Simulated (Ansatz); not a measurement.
Scan of [GeH$_{3}$···H···OH], doublet

Starting geometry:

| atom | x (Å) | y (Å) | z (Å) |
| --- | --- | --- | --- |
| Ge | -0.5299 | 0.0101 | 0.0000 |
| H | -1.0414 | 1.4567 | 0.0000 |
| H | -1.0414 | -0.7132 | 1.2528 |
| H | -1.0414 | -0.7132 | -1.2528 |
| H | 1.0044 | 0.0101 | 0.0000 |
| O | 2.3741 | 0.0101 | 0.0000 |
| H | 2.6259 | -0.9298 | 0.0000 |

From there H5 is moved from one fragment to the other while all else, the fragments' distance too, stays fixed; atoms are numbered as listed. Energies are in eV, counted from the starting geometry at the same level. Kohn–Sham curves are unrestricted where that lies lower.

Basis cc-pVDZ; Ansatz 0.2.0. Correlated methods freeze the noble-gas cores and the filled d shells of p-block atoms. R marks a restricted (for open shells ROHF) determinant, U an unrestricted one. No spin–orbit coupling is included, and no scalar relativity.

In so small a basis the reference is far from its limit while semilocal and hybrid functionals are nearer theirs (RPA and double hybrids share much of the reference's basis error), so the functionals' errors here hold much of the reference's basis and frozen-core error, which can add to them or hide them.

Full CI isn't at hand for all of this; UCCSDT(Q) serves as the reference, and is uncertain by about the last step of the cluster series.

| distance Ge1-H5 (Å) | UCCSDT(Q) | PBE | r2SCAN | PBE0 | B3LYP | CAM-B3LYP | wB97M-V | B2PLYP | RPA-PBE |
| --- | --- | --- | --- | --- | --- | --- | --- | --- | --- |
| 1.534 | 0.000 | 0.000 | 0.000 | 0.000 | 0.000 | 0.000 | 0.000 | 0.000 | 0.000 |
| 1.589 | -0.112 | -0.150 | -0.129 | -0.125 | -0.121 | -0.115 | -0.122 | -0.120 | -0.117 |
| 1.697 | -0.393 | -0.433 | -0.397 | -0.394 | -0.377 | -0.373 | -0.410 | -0.400 | -0.373 |
| 1.806 | -0.755 | -0.705 | -0.690 | -0.704 | -0.667 | -0.686 | -0.760 | -0.735 | -0.679 |
| 1.914 | -1.018 | -0.838 | -0.866 | -0.909 | -0.852 | -0.898 | -1.002 | -0.963 | -0.889 |

Judged by the spread of the error over the points with a reference (largest less smallest), which of these follows UCCSDT(Q) best and which worst?

Subtracting the UCCSDT(Q) column from each: best wB97M-V (errors from -0.017 to 0.016, spread 0.033 eV), worst PBE (from -0.040 to 0.180, spread 0.220 eV). Functionals and wave-function methods converge differently with the basis, so part of this is basis effect.
